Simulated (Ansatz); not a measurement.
# C3H5NO: the cost of one run

Computed with Ansatz 0.2.0 (the levels named in each step, unless a step's input says otherwise).

**1. The starting structure**

Bond lengths: C1–C2 1.323 Å, C2–C3 1.488 Å, C3–N4 1.356 Å, C3–O5 1.213 Å, C1–H6 1.079 Å, C1–H7 1.078 Å, C2–H8 1.081 Å, N4–H9 1.003 Å, N4–H10 1.006 Å. Angles: C1–C2–C3 125.3°, C1–C2–H8 121.0°, C3–C2–H8 113.6°, C2–C1–H6 122.7°, C2–C1–H7 121.5°, H6–C1–H7 115.8°, C2–C3–N4 115.6°, C2–C3–O5 122.3°, N4–C3–O5 122.2°, C3–N4–H9 122.2°, C3–N4–H10 118.5°, H9–N4–H10 119.0°.

Structure file:

```xyz
10

C     1.8289   -0.2746   -0.7097
C     1.0314    0.1040    0.2760
C    -0.4554    0.1207    0.2196
N    -1.0220   -0.8194   -0.5764
O    -1.1175    0.9265    0.8386
H     1.4565   -0.6329   -1.6564
H     2.9012   -0.2181   -0.6195
H     1.4335    0.5117    1.1930
H    -0.4813   -1.5321   -1.0302
H    -2.0257   -0.8545   -0.6376
```

**2. A rough first relaxation, PBE-D4/def2-SVP**

This run stands in another session on the same molecule. It ended at:

```xyz
10

C     1.8598   -0.2790   -0.7148
C     1.0353    0.1108    0.2752
C    -0.4641    0.1095    0.2250
N    -1.0415   -0.7863   -0.6446
O    -1.1203    0.8971    0.9037
H     1.4769   -0.6735   -1.6707
H     2.9534   -0.1909   -0.6201
H     1.4329    0.5604    1.1995
H    -0.5216   -1.5839   -1.0074
H    -2.0612   -0.8330   -0.6484
```

**3. Relaxation, PBE0-D4/def2-TZVPP**

This run stands in another session on the same molecule. It ended at:

```xyz
10

C     1.8400   -0.2806   -0.7074
C     1.0323    0.1142    0.2678
C    -0.4542    0.1066    0.2141
N    -1.0276   -0.7746   -0.6491
O    -1.1049    0.8764    0.8912
H     1.4633   -0.6688   -1.6473
H     2.9158   -0.2001   -0.6125
H     1.4251    0.5528    1.1779
H    -0.5101   -1.5572   -1.0025
H    -2.0302   -0.8375   -0.6348
```

**4. Frequencies, PBE0-D4/def2-TZVPP**

Input file input.yaml:

```yaml
crystal:
  periodic: [false, false, false]
  atoms:
    - { symbol: C, position_ang: [1.83999381, -0.28060957, -0.70740028] }
    - { symbol: C, position_ang: [1.03233012, 0.11424719, 0.26783407] }
    - { symbol: C, position_ang: [-0.45417436, 0.10663246, 0.21407394] }
    - { symbol: "N", position_ang: [-1.02755853, -0.77460614, -0.64907544] }
    - { symbol: O, position_ang: [-1.10491981, 0.87640966, 0.8911622] }
    - { symbol: H, position_ang: [1.46327174, -0.66879719, -1.64731131] }
    - { symbol: H, position_ang: [2.9158186, -0.20011148, -0.61246825] }
    - { symbol: H, position_ang: [1.42507793, 0.55282052, 1.17788007] }
    - { symbol: H, position_ang: [-0.5100854, -1.55721113, -1.00250304] }
    - { symbol: H, position_ang: [-2.03023407, -0.83746433, -0.63480196] }
basis:
  gaussian: { orbitals: def2-TZVPP }
hamiltonian:
  xc: pbe0
  dispersion: d4
phonons: {}
```

On the command line:

```bash
> ansatz run input.yaml --threads 4 --pin off --max-ram 10240MiB --backend cpu --events-out ev --progress --plain --runs-dir out
```

Q: Estimate wall time and peak memory on 4 threads of Intel Xeon at 2.50GHz (Skylake/Cascade Lake), shared host.

About 4.9 min, with a peak of 0.54 GiB.
